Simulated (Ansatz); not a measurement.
Process, species as SMILES: C=CCO + 2 C (CH4) -> C=C (C2H4) + CC (C2H6) [ethane] + CO (CH4O) [methanol]

Property: bond separation energy (enthalpy at 298 K), in kcal/mol. Set-up: spin-orbit terms left out; 6-311+G** with 5d; LANL2DZ all-electron up to Ne; no dispersion term unless named; frozen cores in correlated levels; six Cartesian d functions in 6-31G* and its kin unless marked 5d; non-relativistic. CBS marks a two-point X^-3 extrapolation of the correlation energy; Hartree-Fock from the larger set. [CCSD(T)-MP2]/basis is that difference in the basis named. First-principles rows: single points at B3LYP-D3(BJ) geometries (Ansatz, an electronic-structure program), with unscaled harmonic terms from B3LYP/6-31G* (Ansatz) at its own minima.

Measured values: Active Thermochemical Tables 1.112 (ions: stationary electron), as tabulated in the package chemicals; CRC Handbook, as tabulated in the package chemicals; they hold spin-orbit and core effects, anharmonicity and other conformers. 

Value to compare with, the measured value: 10.0 kcal/mol.

```
level                                              program  bond separation energy (enthalpy at 298 K) (kcal/mol)  error
-------------------------------------------------  -------  -----------------------------------------------------  -----
B3LYP/STO-3G                                        Ansatz                                                    8.7   -1.3
B3LYP/3-21G                                         Ansatz                                                   11.0    1.0
B3LYP/LANL2DZ                                       Ansatz                                                   11.9    1.9
B3LYP/6-31G                                         Ansatz                                                   11.1    1.1
B3LYP/6-31G*                                        Ansatz                                                   10.4    0.4
B3LYP/6-31+G*                                       Ansatz                                                    9.7   -0.3
B3LYP/6-31G**                                       Ansatz                                                   10.3    0.3
B3LYP/def2-SVP                                      Ansatz                                                    9.9   -0.1
B3LYP/cc-pVDZ                                       Ansatz                                                   10.1    0.1
B3LYP/6-311+G**                                     Ansatz                                                    9.4   -0.6
B3LYP/def2-TZVPD                                    Ansatz                                                    9.1   -0.9
RI-MP2/CBS(cc-pVTZ,cc-pVQZ)+[CCSD(T)-MP2]/cc-pVTZ   Ansatz                                                    9.9   -0.1
```

6 of the 10 habitual levels lie above the measured value; their mean absolute error is 0.7 kcal/mol, the median 0.5.

The sets are all those run for this method; left out are runs that failed, that the program found above a lower state of the same kind, or whose <S^2> lies over 0.5 above the pure value.
